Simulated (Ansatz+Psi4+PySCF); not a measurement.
The numbers below are computed, except where a source is named.
## Psi4 1.11 run

```
molecule {
1 2
Si 0.300000 0.300000 0.300000
H -0.931150 -0.343220 0.810820
H -0.050550 1.568780 -0.376550
H 1.215460 0.579390 1.428840
H 0.966240 -0.604950 -0.663120
}

basis {
assign H cc-pVTZ
assign Si cc-pV(T+d)Z
}
set reference rohf
set scf_type pk
set mp2_type conv
set cc_type conv
set num_frozen_docc 5
energy('mp2')
```

The input is written out from the run's settings. Correlation on restricted open-shell orbitals is semicanonical, with singles.

The run gave:

```yaml
Converged: yes
Reference_energy: -290.82112 hartree
Correlation_energy: -0.11579 hartree
Total_energy: -290.93692 hartree
Spin_squared_of_the_determinant: 0.750
```

Caution: MP2 on this radical cation hangs on the determinant chosen; the determinant may break the point group.
